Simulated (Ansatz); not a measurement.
# C₃H₄OS: one species, many methods

An exercise on one series of results from a longer session: the logs are not shown, and one member is left open.

Method: functionals in def2-TZVPP, the program's frozen cores in correlated methods; program: Ansatz 0.2.0, Gaussian basis.

The runs, in order: LDA (SPW92), PBE-D4, revPBE-D4, BLYP-D4, r2SCAN-D4, B97M-V, PBE0-D4, B3LYP-D4, r2SCANh-D4, r2SCAN0-D4, HSE06-D4, BHLYP-D4, CAM-B3LYP-D4, LC-ωPBE, ωB97X-V, ωB97M-V, B2PLYP, PBE-QIDH; CCSD(T)/def2-SVP; CCSD(T)/def2-TZVPP; MP2/def2-QZVPP; extrapolation to the limit; RPA on PBE.

## The relaxed structure

The geometry comes from an earlier relaxation with PBE0-D4 in a triple-zeta def2 set; it is a stationary point, not always the lowest conformer.

9 atoms, charge 0, spin multiplicity 1.

Atoms are counted from 1 here; the program's logs count them from 0.

Bond lengths: O1–C2 1.191 Å, C2–C3 1.521 Å, C2–C5 1.521 Å, C3–S4 1.829 Å, C3–H6 1.092 Å, C3–H7 1.092 Å, S4–C5 1.829 Å, C5–H8 1.092 Å, C5–H9 1.092 Å. Angles: O1–C2–C3 129.9°, O1–C2–C5 129.9°, C3–C2–C5 100.1°, C2–C3–S4 90.3°, C2–C3–H6 113.5°, C2–C3–H7 113.3°, S4–C3–H6 114.7°, S4–C3–H7 114.5°, H6–C3–H7 109.5°, C3–S4–C5 79.2°, C2–C5–S4 90.3°, C2–C5–H8 113.5°, C2–C5–H9 113.3°, S4–C5–H8 114.7°, S4–C5–H9 114.5°, H8–C5–H9 109.5°.

The first run:

The input, in.yaml:

```yaml
crystal:
  periodic: [false, false, false]
  atoms:
    - {symbol: O, position_ang: [0.888326, -1.635564, 0.583139]}
    - {symbol: C, position_ang: [0.350033, -0.635374, 0.225418]}
    - {symbol: C, position_ang: [0.892005, 0.525735, -0.594467]}
    - {symbol: S, position_ang: [-0.736646, 1.354959, -0.515556]}
    - {symbol: C, position_ang: [-1.076444, -0.158771, 0.453721]}
    - {symbol: H, position_ang: [1.209638, 0.237784, -1.598623]}
    - {symbol: H, position_ang: [1.700048, 1.065168, -0.096358]}
    - {symbol: H, position_ang: [-1.829971, -0.819213, 0.019961]}
    - {symbol: H, position_ang: [-1.308489, 0.018976, 1.505668]}
basis:
  gaussian: {orbitals: def2-TZVPP}
hamiltonian: {xc: lda}
output: {orbitals: {seedname: orbitals}}
```

Started as:

```
ansatz run in.yaml --threads 2 --pin off --events-out ev --progress --plain --max-ram 4352MiB
```

Among the steps run: LDA; PBE-D4 (GGA); revPBE-D4 (GGA); BLYP-D4 (GGA); r2SCAN-D4 (meta-GGA); B97M-V (meta-GGA); PBE0-D4 (hybrid); B3LYP-D4 (hybrid); r2SCANh-D4 (hybrid); r2SCAN0-D4 (hybrid); HSE06-D4 (hybrid); BHLYP-D4 (hybrid); CAM-B3LYP-D4 (range-separated); LC-ωPBE (range-separated); ωB97X-V (range-separated); ωB97M-V (range-separated); B2PLYP (double hybrid); PBE-QIDH (double hybrid).

One table of the session follows, with a row left open; its other results are not shown here.

It belongs to the step «Orbital energies across the functionals». 

| functional | HOMO (eV) | gap (eV) |
| --- | --- | --- |
| LDA (SPW92) | -5.74 | 3.24 |
| PBE-D4 | -5.64 | 3.37 |
| revPBE-D4 | -5.60 | 3.41 |
| BLYP-D4 | ? | ? |
| r2SCAN-D4 | -5.89 | 3.86 |
| B97M-V | -5.98 | 4.08 |
| PBE0-D4 | -6.92 | 5.79 |
| B3LYP-D4 | -6.68 | 5.30 |
| r2SCANh-D4 | -6.36 | 4.75 |
| r2SCAN0-D4 | -7.07 | 6.09 |
| HSE06-D4 | -6.51 | 5.00 |
| BHLYP-D4 | -8.07 | 8.20 |
| CAM-B3LYP-D4 | -8.28 | 8.39 |
| LC-ωPBE | -9.69 | 11.04 |
| ωB97X-V | -9.32 | 10.58 |
| ωB97M-V | -9.15 | 10.32 |

**Question.** Estimate the row for BLYP-D4.

Worked estimate for «HOMO (eV)». Against the share of exact exchange, B3LYP-D4 (0.2, -6.68), BHLYP-D4 (0.5, -8.07) give a slope of -4.63 per unit share; at 0 the line stands at -5.75.

The run gave: HOMO (eV): -5.50; gap (eV): 3.37. In «HOMO (eV)» the line misses by -0.25.
